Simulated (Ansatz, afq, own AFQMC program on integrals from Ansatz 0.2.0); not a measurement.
## Atomization energy of MoNH$_{3}$, septet

```yaml
atoms:
  - { symbol: Mo, position_ang: [-0.4030, 0.0012, -0.0003] }
  - { symbol: N, position_ang: [2.2039, -0.0068, 0.0015] }
  - { symbol: H, position_ang: [2.5743, -0.9511, 0.0067] }
  - { symbol: H, position_ang: [2.5781, 0.4679, 0.8161] }
  - { symbol: H, position_ang: [2.5792, 0.4594, -0.8175] }
```

Connectivity, by distances: Mo–NH3.

Atoms in their ground-state spins without spin–orbit coupling (mostly on UHF) minus the molecule (UHF), without zero-point energy. The geometry is a stationary point, not shown to be a minimum.

Basis def2-SVP with its core potentials. Noble-gas cores (and the filled d shells of Ga–Kr and In–Xe) are frozen. Ansatz 0.2.0 and our own AFQMC program on the same integrals; the CISD trial comes from CCSD amplitudes, and released means the phaseless constraint is let go. Error bars are statistical, one sigma. No spin–orbit coupling. The metal's outer-core s and p shells are frozen, which shifts wave-function levels against functionals. The errors of all members are added in quadrature.

No full CI on the walks' own integrals is used here; CCSDT(Q) serves as the reference and is uncertain by about the last step of the cluster series. Each member takes its own surest rung, up to full CI.

The best estimate is CCSD(T) at the basis-set limit (CBS: def2-TZVPP and def2-QZVPP, with their diffuse functions for anions and beside diffuse sets, CCSD(T) itself extrapolated) plus the step from CCSD(T) to CCSDT(Q) in def2-SVP. Rows without CBS are in def2-SVP, the functionals in def2-TZVP; B2PLYP and the wave-function rows carry a basis error of their own. Core correlation and relativity beyond core potentials are missing, and ± holds the sampling alone.

Cautions: no spin-orbit coupling; outer-core shells of the metal frozen; MoNH₃ (septet): higher spins were not checked.

Best estimate: 304.8 kcal/mol.

| level | atomization energy (kcal/mol) | error against the best estimate (kcal/mol) |
| --- | --- | --- |
| HF | 201.8 | -103.0 |
| MP2 | 279.9 | -24.9 |
| CCSD | 280.1 | -24.7 |
| CCSD(T) | 282.6 | -22.2 |
| CCSDT | 282.7 | -22.1 |
| CCSDT(Q) | 282.9 | -21.8 |
| ph-AFQMC/CISD | 282.8 ± 0.07 | -22.0 ± 0.07 |
| released AFQMC | 283.0 ± 0.08 | -21.8 ± 0.08 |
| HF/CBS | 202.1 | -102.7 |
| MP2/CBS | 303.8 | -1.0 |
| CCSD(T)/CBS | 304.5 | -0.3 |
| PBE | 306.2 | 1.4 |
| r2SCAN | 298.3 | -6.5 |
| PBE0 | 298.6 | -6.2 |
| B3LYP | 303.6 | -1.2 |
| wB97M-V | 303.6 | -1.2 |
| B2PLYP | 298.1 | -6.7 |

Correlation beyond CCSD(T) adds 0.3 kcal/mol. Going to the basis-set limit adds 21.8 kcal/mol at CCSD(T). The perturbative (T) step is worth +2.6 kcal/mol.

Best estimates are given only where the step beyond CCSD(T) is under 0.3 eV and no member's determinant is very poor (T1 over 0.05, or 0.07 for open shells, ⟨S²⟩ too high by 0.3, two states mixed), so the hardest cases are missing from such tables.

The functionals ran in a triple-zeta set and keep a basis error of their own, a few kJ/mol for each bond in atomization energies and more for double hybrids, so close places among them and the extrapolated levels can swap.

CCSDT and higher add their correlation energy to the determinant of the CCSD(T) run, since their own runs factorise the integrals more tightly (a shift of under 2 meV). Each member of a difference takes its own highest rung, so a best estimate needn't equal the limit plus the step of one row. A walk keeps the symmetry of its determinant, which the program's search chose and which needn't be the lowest solution, so a lower state of the same spin and another symmetry isn't excluded. Released energies are given only where the last usable release times agree within the noise; a slower fall can still hide under it. The exponents were fitted on light atoms, and def2 sets of heavy atoms don't grow evenly, so the limit is rough here.
